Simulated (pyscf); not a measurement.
This saddle point was located with ωB97X-D3(BJ)/def2-SVP in PySCF.

```xyz
11

C     -1.6472    -1.0416     0.4931
C     -0.5775    -0.3404     0.1747
C      0.7144    -0.0986    -0.0819
H     -2.6479    -0.6091     0.5617
H     -1.5366    -2.1119     0.7009
H      1.3826     0.2637     0.7064
H      1.0935    -0.1176    -1.1092
C     -1.5436     1.7647    -0.1167
H     -0.7194     2.4289    -0.3882
H     -2.2377     1.4882    -0.9151
H     -1.9495     1.8705     0.8931
```
Charge 0, spin multiplicity 2.

Surface: doublet, charge 0. Lowest wavenumbers (cm⁻¹): 558i, 86, 142, 229, 340.

Problem. What reaction is this the transition state of?

Solution. H₂C=C=CH₂ (SMILES C=C=C) + CH₃• (SMILES [CH3]) ⇌ •H₂C–C(=CH₂)–CH₃ (SMILES [CH2]C(=C)C), an addition read from left to right: none broken and C–C formed. At ωB97M-D3(BJ)/def2-TZVP it lies +8.8 kcal/mol from the left side and +59.8 kcal/mol from the right (each side as separated species at their lowest minima found). One saddle was located; it need not be the lowest between these sides.
